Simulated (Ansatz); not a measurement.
# SiNH2 (sextet): wave-function methods side by side, def2-QZVPP

The task here is to estimate one member of a computed series from the others.

Program: Ansatz 0.2.0, Gaussian basis. Level of theory: def2-QZVPP, core rule «outside noble gas», up to 6 orbitals frozen. These are calculated values, not measurements.

To be run: UHF; ROHF; CCSD(T) on UHF.

## The system

The geometry is a PBE0/def2-TZVP stationary point (not a proven minimum) of the parent state, kept for this charge and spin.

4 atoms, charge 0, spin multiplicity 6.

Atoms are counted from 1 here; the program's logs count them from 0.

Bond lengths: Si1–N2 1.849 Å, Si1–H3 1.470 Å, Si1–H4 1.470 Å. Angles: N2–Si1–H3 117.7°, N2–Si1–H4 117.7°, H3–Si1–H4 124.6°.

Set-up of the first run:

Contents of in.yaml:

```yaml
crystal:
  periodic: [false, false, false]
  atoms:
    - {symbol: Si, position_ang: [0.000000, 0.000000, 0.555774]}
    - {symbol: N, position_ang: [0.000000, 0.000000, -1.292740]}
    - {symbol: H, position_ang: [0.000000, 1.301958, 1.239079]}
    - {symbol: H, position_ang: [0.000000, -1.301958, 1.239079]}
basis:
  gaussian: {orbitals: "def2-QZVPP.json"}
magnetization: {spin_polarized: true, initial_magnetization: 5}
hamiltonian: {xc: hf}
output: {orbitals: {seedname: orbitals}}
```

The run is started by

```console
ansatz run in.yaml --threads 1 --pin off --events-out ev --progress --plain --max-ram 2393MiB
```

Among the steps run: UHF; ROHF; CCSD(T) on UHF.

One of the session's tables, all rows but one given; the rest of the session is left out.

It belongs to the step «Misses and costs». 

```
  method  from UCCSD(T) (kJ/mol)
    ROHF                  +693.3
     UHF                  +675.5
    UMP2                       ?
   UCCSD                   +23.3
UCCSD(T)                       0
```

**Question.** Estimate the row for UMP2.

The run gave: from UCCSD(T) (kJ/mol): +118.6. In the column «from UCCSD(T) (kJ/mol)» it lies between UCCSD (+23.3) and UHF (+675.5).
